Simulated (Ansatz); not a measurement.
# The cluster Cu₂H₂+: structure and electronic state

What does the cluster Cu₂H₂+ look like as a doublet, and where do its frontier electrons sit?

The runs use Ansatz 0.2.0, Gaussian basis; UKS PBE0-D4/def2-TZVP.

Plan: relaxation at r2SCAN-D4/def2-TZVP; a single point at PBE0-D4/def2-TZVP.

1 further run of the same task is left out (set aside as unsound or not needed).

## Step 1: The system as given

4 atoms, charge 1, spin multiplicity 2.

Atoms are counted from 1 here; the program's logs count them from 0.

Bond lengths: Cu1–Cu2 2.280 Å, Cu1–H3 1.457 Å, Cu1–H4 1.605 Å, Cu2–H4 1.556 Å. Angles: Cu2–Cu1–H3 109.6°, Cu2–Cu1–H4 43.0°, H3–Cu1–H4 152.6°, Cu1–Cu2–H4 44.7°, Cu1–H4–Cu2 92.3°.

No spin-orbit coupling is included. The ion is computed in the gas phase, without counter-ions or solvent.

The start is a GFN1-xTB geometry.

## Step 2: Optimising with r2SCAN-D4/def2-TZVP

The input, in.yaml:

```yaml
crystal:
  periodic: [false, false, false]
  atoms:
    - {symbol: Cu, position_ang: [-0.531600, 0.010130, 0.521490]}
    - {symbol: Cu, position_ang: [1.025990, -0.215600, -1.128550]}
    - {symbol: H, position_ang: [-0.415910, 1.331760, 1.124930]}
    - {symbol: H, position_ang: [-0.078480, -1.126290, -0.517860]}
basis:
  gaussian: {orbitals: def2-TZVP}
total_charge: 1
magnetization: {spin_polarized: true, initial_magnetization: 1}
hamiltonian: {xc: r2scan, dispersion: d4}
scf: {omitted_lower_state_checks: [starts]}
output: {orbitals: {seedname: orbitals}}
relax: {f_tol: 0.02, max_steps: 100}
```

On the command line:

```
ansatz run in.yaml --threads 2 --pin off --events-out ev --progress --plain --max-ram 4352MiB
```

Further steps of the session: Single point, PBE0-D4/def2-TZVP.

Q: Predict the results of all the runs planned. Wanted: point group; commonest bond, hydrogen aside; HOMO, LUMO at PBE0-D4/def2-TZVP; ⟨S²⟩.

As calculated:

```
                                         quantity                            value
                                      point group                              D2h
                   commonest bond, hydrogen aside  Cu–Cu, 1 of mean length 2.296 Å
HOMO, LUMO at PBE0-D4/def2-TZVP (over both spins)                 -12.42, -9.29 eV
                                             ⟨S²⟩                            0.756
```

The relaxation broke 0 and made 1 bonds, so the end is another structure than the start. No usable vibrations, so a minimum isn't proven. The alpha HOMO lies nearest to H3, H4 about 26 % each; Cu1, Cu2 about 24 % each and the alpha LUMO to Cu1, Cu2 about 43 % each; H3, H4 about 7 % each (shares on a coarse grid); over both spins the LUMO of beta spin, not drawn, take the frontier's place. Whether this spin is the lowest isn't tested here.
